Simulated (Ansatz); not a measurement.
Results of BLYP in Ansatz (PAW) for α-phase B.

Run with plane-wave cutoff 520 eV, 8×8×8 k mesh, Fermi–Dirac smearing 0.01 eV, scalar-relativistic PAW data made under PBE.

Properties against volume:

Shape and atoms are relaxed at each volume.

```tsv
V (Å³/atom)	P (GPa)	direct gap at Γ (eV)	smallest gap on the k mesh (eV)	c (Å)
7.099	8.58	2.054	1.685	12.442
7.247	4.07	2.161	1.752	12.518
7.395	0.00	2.271	1.820	12.591
7.543	-3.68	2.385	1.883	12.661
7.691	-6.98	2.503	1.936	12.729
```

The fundamental gap (1.82 eV at the equilibrium volume, with added k points) lies elsewhere than Γ–Γ.

Note: the bulk modulus comes from volumes at which shape and atoms were relaxed.

Ansatz is an electronic-structure program.
